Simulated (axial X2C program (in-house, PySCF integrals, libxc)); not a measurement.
**Nuclear properties of PF**

Computed with an axial X2C code built on PySCF integrals: two-component X2C with atomic mean-field Coulomb and Gaunt terms, Gaussian nuclei, basis P dyall-v3z, F dyall-av3z with contracted cores.

R = 1.608 Å (near the PBE0 minimum at charge 0 of the determinant lowest at the starting distance; the state shown can have its own minimum elsewhere).

Determinant lowest in the PBE0 search, Ω = 1 (⟨Sz⟩ = 1.00, ⟨Lz⟩ = 0.00 at PBE0), spin on the atoms P 0.99, F 0.01:

```csv
level,Eeff magnitude (GV/cm),Ws magnitude P (kHz),A∥/gI P (MHz),qzz P (a.u.),A∥/gI F (MHz),qzz F (a.u.),μ (D)
PBE0,0.0441,0.0175,-171,1.14,-14.8,1.68,-0.87
HF,0.0938,0.0375,-81.7,1.18,21.2,1.78,-1.16
PBE,0.0321,0.0126,-188,1.13,-26.1,1.62,-0.72
BHandHLYP,0.0455,0.0182,-129,1.24,-3.61,1.68,-1.07
BP86,0.0298,0.0118,-170,1.15,-27.7,1.60,-0.72
```

Determinant 1.00 eV from it at PBE0 and this distance, Ω = 0 (closed shell), highest spinor 82% P p, 10% F p, 4% F d:

```json
{"level": "PBE0", "qzz P (a.u.)": "1.14", "qzz F (a.u.)": "1.59", "μ (D)": "-0.78"}
{"level": "HF", "qzz P (a.u.)": "1.12", "qzz F (a.u.)": "1.71", "μ (D)": "-1.08"}
{"level": "PBE", "qzz P (a.u.)": "1.16", "qzz F (a.u.)": "1.51", "μ (D)": "-0.61"}
{"level": "BHandHLYP", "qzz P (a.u.)": "1.18", "qzz F (a.u.)": "1.64", "μ (D)": "-0.99"}
{"level": "BP86", "qzz P (a.u.)": "1.17", "qzz F (a.u.)": "1.51", "μ (D)": "-0.60"}
```

Eeff is the effective electric field on the electron electric dipole moment in this Ω state and Ws the scalar–pseudoscalar constant of the nucleus named (defined with the proton number Z and per Ω); A∥ (defined per Ω) follows by multiplying with gI = μI/(I μN); qzz is the electric field gradient, eQq0 = 234.96 MHz × Q/barn × qzz; μ is positive if the F end (last atom) is positive. The operators were transformed with the bare-nucleus X2C matrices; with these basis sets, hyperfine constants and field gradients can be off by tens of per cent, and where levels differ in sign neither size nor sign is settled.

Each state is one determinant with collinear spin, which with several unpaired electrons need not be a pure state. Unrestricted Hartree–Fock can overshoot spin polarisation at the nuclei. A closed determinant beside an open π² or δ² triplet, such as (π1/2)², mixes with its partner pair into the 0⁺ component of the triplet and ¹Σ⁺, so its energy is not that of a level, and 0⁺ can lie lowest. With several open shells hyperfine constants can be off by a factor of several. Where Eeff spreads by more than a factor of two the levels disagree and none is to be relied on. Open-shell Ω = 0 determinants with evenly filled partner blocks cannot be reached by this program, so the Ω shown need not be the lowest component. The search compared states at one distance, so a state with another bond length can lie lower. Further determinants of the search, some of them spin-mixed, are not shown. Where a field gradient or hyperfine factor spreads by more than a factor of two over the levels, a constant derived from it is not to be relied on. PBE0 term energies can be off by some tenths of an eV.
